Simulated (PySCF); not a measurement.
# Towards the basis-set limit for PO⁺

State: ¹Σ⁺, singlet, closed shell. De refers to P⁺ + O. RHF-based CCSD(T) in PySCF 2.14 with P cc-pV(T+d)Z, O cc-pVTZ and P cc-pV(Q+d)Z, O cc-pVQZ (frozen core orbitals: 6; no relativity). Correlation energies are extrapolated as n⁻³ (n = 3, 4), Hartree–Fock as (n+1)·exp(−9√n). CV is the change on freezing 1 orbitals instead, in P cc-pwCVTZ, O cc-pwCVTZ. SR is the spin-free X2C energy in P cc-pVTZ-DK, O cc-pVTZ-DK less the non-relativistic one in P cc-pVTZ, O cc-pVTZ.

| Level | Re (Å) | ωe (cm⁻¹) | ωexe (cm⁻¹) | αe (cm⁻¹) | De (eV) |
| --- | --- | --- | --- | --- | --- |
| CCSD(T)/TZ | 1.4355 | 1400.0 | 7.01 | 0.00528 | 7.996 |
| CCSD(T)/QZ | 1.4313 | 1405.9 | 6.92 | 0.00530 | 8.179 |
| HF/CBS | 1.3825 | 1673.8 | 5.42 | 0.00424 | 4.541 |
| MP2/CBS | 1.4441 | 1315.5 | 8.03 | 0.00609 | 8.917 |
| CCSD/CBS | 1.4162 | 1491.5 | 5.95 | 0.00477 | 7.871 |
| CCSD(T)/CBS | 1.4294 | 1411.7 | 6.88 | 0.00529 | 8.300 |
| CCSD(T)/CBS+CV | 1.4266 | 1416.9 | 6.88 | 0.00530 | 8.333 |
| CCSD(T)/CBS+CV+SR | 1.4263 | 1415.1 | 6.88 | 0.00531 | 8.321 |

How much is left between CCSD(T)/QZ and the basis-set limit, and how much do the triples give at the limit?

CCSD(T)/CBS less CCSD(T)/QZ: -1.9 mÅ in Re, +5.8 cm⁻¹ in ωe and +0.121 eV in De. CCSD(T)/CBS less CCSD/CBS: +13.2 mÅ in Re, -79.8 cm⁻¹ in ωe and +0.429 eV in De.

What do the later terms add?

CV: -2.8 mÅ in Re, +5.2 cm⁻¹ in ωe and +0.033 eV in De; SR: -0.3 mÅ in Re, -1.8 cm⁻¹ in ωe and -0.012 eV in De, each against the row above.

The T1 diagnostic is 0.026, large enough to doubt a single reference. The open-shell atoms are computed with UHF. Spin–orbit coupling, excitations beyond (T) and corrections to the Born–Oppenheimer picture are left out.

The whole job (state search and all basis sets along the bond) took about 3.5 min on 4 threads of Intel Xeon Platinum 8488C (shared host), peak memory 3.2 GiB.
